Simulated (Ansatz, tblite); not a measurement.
# The cluster Si₃Sn−: one state, many levels

The task here is to estimate one member of a computed series from the others.

Computed with Ansatz 0.2.0, Gaussian basis. Level: as each input shows.

Levels to be run: GFN2-xTB, PBE-D4/def2-TZVPD, r2SCAN-D4/def2-TZVPD, LC-ωPBE/def2-TZVPD, revPBE-D4/def2-TZVPD, PBE-D4/def2-SVPD, PBE0-D4/def2-SVPD, CCSD(T)/def2-TZVPPD, MP2/def2-TZVPD, RPA/def2-TZVPD.

5 further runs of the same task are left out: 1 that didn't finish, 4 set aside as unsound or not needed. Runs told in other sessions of the task aren't counted.

## The relaxed structure

The geometry is that of the doublet, from an earlier relaxation (r2SCAN-D4/def2-SVPD). At that level it is the lowest of the isomers that a small search found.

4 atoms, charge -1, spin multiplicity 2.

Bond lengths: Si1–Si2 2.307 Å, Si1–Sn4 2.610 Å, Si2–Si3 2.307 Å, Si3–Sn4 2.609 Å. Angles: Si2–Si1–Sn4 121.6°, Si1–Si2–Si3 62.3°, Si2–Si3–Sn4 121.7°, Si1–Sn4–Si3 54.4°.

Geometry (Å):

```xyz
4

Si   -0.3356   -1.1479   -0.0252
Si   -2.0148    0.4342   -0.0205
Si    0.1664    1.1842    0.0233
Sn    2.1840   -0.4704    0.0223
```

Sn takes a core potential in the def2 sets. No spin-orbit coupling is included. The ion is computed in the gas phase, without counter-ions or solvent.

PBE0-D4/def2-TZVPD was run before; its log isn't repeated, and its numbers join the tables.

Set-up of the first run:

Tight binding, by tblite at 300 K electronic temperature and without a spin-polarisation term:

```python
tblite.interface.Calculator('GFN2-xTB', numbers, positions, charge=-1, uhf=1).singlepoint()
```

start.molden holds the orbitals of an earlier run on this state, given as this run's starting guess.

in.yaml reads:

```yaml
crystal:
  periodic: [false, false, false]
  atoms:
    - {symbol: Si, position_ang: [-0.335600, -1.147946, -0.025187]}
    - {symbol: Si, position_ang: [-2.014804, 0.434176, -0.020476]}
    - {symbol: Si, position_ang: [0.166389, 1.184188, 0.023349]}
    - {symbol: Sn, position_ang: [2.184005, -0.470419, 0.022314]}
basis:
  gaussian: {orbitals: def2-TZVPD, initial_orbitals: start.molden}
total_charge: -1
magnetization: {spin_polarized: true, initial_magnetization: 1}
hamiltonian: {xc: pbe, dispersion: d4}
scf: {omitted_lower_state_checks: [starts]}
output: {orbitals: {seedname: orbitals}}
```

Run with:

```
> ansatz run in.yaml --threads 4 --pin off --events-out ev --progress --plain --max-ram 4787MiB
```

Among the steps run: PBE-D4/def2-TZVPD; r2SCAN-D4/def2-TZVPD; LC-ωPBE/def2-TZVPD; revPBE-D4/def2-TZVPD; PBE-D4/def2-SVPD; PBE0-D4/def2-SVPD; CCSD(T)/def2-TZVPPD; MP2/def2-TZVPD; RPA/def2-TZVPD.

One of the session's tables, all rows but one given; the rest of the session is left out.

It belongs to the step «Levels side by side». 

| level | HOMO (eV) | LUMO (eV) | gap (eV) |
| --- | --- | --- | --- |
| PBE-D4/def2-SVPD | 0.20 | 0.93 | 0.72 |
| PBE-D4/def2-TZVPD | 0.11 | 0.82 | 0.71 |
| revPBE-D4/def2-TZVPD | 0.14 | 0.92 | 0.78 |
| r2SCAN-D4/def2-TZVPD | -0.18 | 1.06 | 1.24 |
| PBE0-D4/def2-SVPD | ? | ? | ? |
| PBE0-D4/def2-TZVPD | -0.61 | 1.50 | 2.10 |
| LC-ωPBE/def2-TZVPD | -2.67 | 3.38 | 6.05 |

**Question.** Estimate the row for PBE0-D4/def2-SVPD.

The run gave: HOMO (eV): -0.54; LUMO (eV): 1.60; gap (eV): 2.14. In the column «HOMO (eV)» it lies between PBE0-D4/def2-TZVPD (-0.61) and r2SCAN-D4/def2-TZVPD (-0.18).
